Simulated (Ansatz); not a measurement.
# SiNH4 (doublet): from Hartree-Fock to the top rungs at distance N1–H4 along a hydrogen transfer = 1.012 Å, cc-pVDZ

How much of the correlation energy of SiNH4 (doublet) does each wave-function method recover here?

Computed with Ansatz 0.2.0, Gaussian basis. Level: cc-pVDZ, core rule «outside noble gas», up to 6 orbitals frozen.

Plan: UHF; CCSD(T) on ROHF; CCSD(T) on UHF; BCCD(T) on ROHF; CISD; CCSDT(Q) on ROHF; CCSDT(Q) on UHF; CASSCF and MRCISD+Q, 3 electrons in 3 orbitals; CASSCF and NEVPT2, 3 electrons in 3 orbitals.

11 further runs of the same task are left out: 10 that didn't finish, 1 set aside as unsound or not needed.

### 1 The geometry

The geometry derives from fragments relaxed apart (PBE0/def2-TZVP) and kept rigid, so it is no stationary point. A hydrogen atom is moved between rigid fragments.

6 atoms, charge 0, spin multiplicity 2.

Atoms are counted from 1 here; the program's logs count them from 0.

Bond lengths: N1–H2 1.012 Å, N1–H3 1.012 Å, N1–H4 1.012 Å, Si5–H6 1.532 Å. Angles: H2–N1–H3 107.1°, H2–N1–H4 107.1°, H3–N1–H4 107.1°.

### 2 UHF

File in.yaml:

```yaml
crystal:
  periodic: [false, false, false]
  atoms:
    - {symbol: N, position_ang: [-1.766280, 0.019973, -0.019236]}
    - {symbol: H, position_ang: [-2.063560, 0.987807, -0.019236]}
    - {symbol: H, position_ang: [-2.063559, -0.382326, 0.861023]}
    - {symbol: H, position_ang: [-0.753819, 0.019973, -0.019236]}
    - {symbol: Si, position_ang: [1.005720, 0.019973, -0.019236]}
    - {symbol: H, position_ang: [1.402155, -1.459540, -0.019236]}
basis:
  gaussian: {orbitals: cc-pVDZ}
magnetization: {spin_polarized: true, initial_magnetization: 1}
hamiltonian: {xc: hf}
output: {orbitals: {seedname: orbitals}}
```

Launch:

```bash
> ansatz run in.yaml --threads 1 --pin off --events-out ev --progress --plain --max-ram 2393MiB
```

The runs that follow: CCSD(T) on ROHF; CCSD(T) on UHF; BCCD(T) on ROHF; CISD; CCSDT(Q) on ROHF; CCSDT(Q) on UHF; CASSCF and MRCISD+Q, 3 electrons in 3 orbitals; CASSCF and NEVPT2, 3 electrons in 3 orbitals.

Before running them: what should the planned runs give, taken together? Wanted: UCCSDT(Q) below the RHF energy; RMP2 from UCCSDT(Q); UMP2 from UCCSDT(Q); RCCSD from UCCSDT(Q); RCCSD(T) from UCCSDT(Q); UCCSD(T) from UCCSDT(Q); RCCSDT(Q) from UCCSDT(Q); MRCISD+Q pair from UCCSDT(Q); T1 diagnostic.

As calculated:

| quantity | value |
| --- | --- |
| UCCSDT(Q) below the RHF energy | -8.5040 eV |
| RMP2 from UCCSDT(Q) | +1255.4 meV |
| UMP2 from UCCSDT(Q) | +1275.1 meV |
| RCCSD from UCCSDT(Q) | +238.7 meV |
| RCCSD(T) from UCCSDT(Q) | +39.4 meV |
| UCCSD(T) from UCCSDT(Q) | +39.4 meV |
| RCCSDT(Q) from UCCSDT(Q) | +0.4 meV |
| MRCISD+Q pair from UCCSDT(Q) | +110.3 meV |
| levels within 1 kcal/mol (43 meV) | RCCSD(T), UCCSD(T), BCCD(T), RCCSDT, UCCSDT, RCCSDT(Q) |
| T1 diagnostic | 0.016 |

What this shows: RCCSD(T) misses by +39.4 meV, 0.5 % of the correlation energy. These misses are within one basis, not against nature; the frozen cores of restricted and unrestricted runs differ, which can shift their rows.
